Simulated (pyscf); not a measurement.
`[CH4]` + `[CH3][In]([CH3])[SH]` -> `[CH3][In]([CH3])[CH3]` + `[SH2]`, a four-centre exchange (singlet surface; C–H, In–S broken, C–In, H–S formed). Structures and frequencies: ωB97X-D3(BJ)/def2-SVP in PySCF. Energies in kcal/mol from the separated reactants.

AM1 to PM7: differences of heats of formation from MOPAC, which are fitted to 298 K values and so differ in kind from electronic energies by zero-point and thermal terms. 

Q: In single points PM7 puts the saddle at 49.3 kcal/mol and the reaction energy at +28.7 kcal/mol. Should these be trusted to within a few kcal/mol? Compare with ωB97M-D3(BJ)/def2-TZVP.

A: ωB97M-D3(BJ)/def2-TZVP gives ΔE‡ = 43.6 kcal/mol and ΔE = +32.2 kcal/mol. PM7 lies 5.7 kcal/mol over it in the barrier and 3.5 kcal/mol under it in the reaction energy, so on this step it does not hold to within 3.0 kcal/mol. ωB97M-D3(BJ)/def2-TZVP has limits of its own. On the product side the descent ends in an adduct with a In–S contact, 11.4 kcal/mol under the separated species and 18.6 kcal/mol under the saddle at ωB97X-D3(BJ)/def2-TZVP. What is counted as broken (In–S) persists as a longer contact in the product adduct; parting that adduct is a step of its own. This is the saddle that the search found; another between the same sides may lie lower. In the def2 sets elements past Kr carry core potentials, without spin-orbit coupling.
